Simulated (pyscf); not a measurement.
hydrogen chloride (HCl) + H₂N–Si•(Cl)–Cl -> Cl–Si•(Cl)–Cl + ammonia (NH₃) (four-centre exchange; doublet surface; Cl–H, N–Si broken, Cl–Si, H–N formed). PySCF, gas phase, ωB97X-D3(BJ)/def2-SVP geometries. Energies in eV from the separated reactants.

| level | barrier | reaction energy |
|---|---|---|
| PBE/def2-TZVP | ___ | -0.37 |
| r²SCAN/def2-TZVP | 0.03 | -0.34 |
| B3LYP-D3(BJ)/def2-TZVP | 0.08 | -0.33 |
| M06-2X/def2-TZVP | 0.12 | -0.30 |
| ωB97M-D3(BJ)/def2-TZVP | 0.16 | -0.32 |
| HF/def2-TZVP | ___ | ___ |

Q: Some entries are withheld; supply them.

A: 
- PBE/def2-TZVP, barrier: -0.03
- HF/def2-TZVP, barrier: 0.81
- HF/def2-TZVP, reaction energy: -0.28

On the product side the descent ends in an adduct with a N–Si contact (not fully relaxed), 0.44 eV under the separated species and 0.95 eV under the saddle at ωB97X-D3(BJ)/def2-TZVP. At PBE the saddle lies under the separated reactants, which points to a path from their complex (located at ωB97X-D3(BJ) alone). What is counted as broken (N–Si) persists as a longer contact in the product adduct; parting that adduct is a step of its own. This is the saddle that the search found; another between the same sides may lie lower.
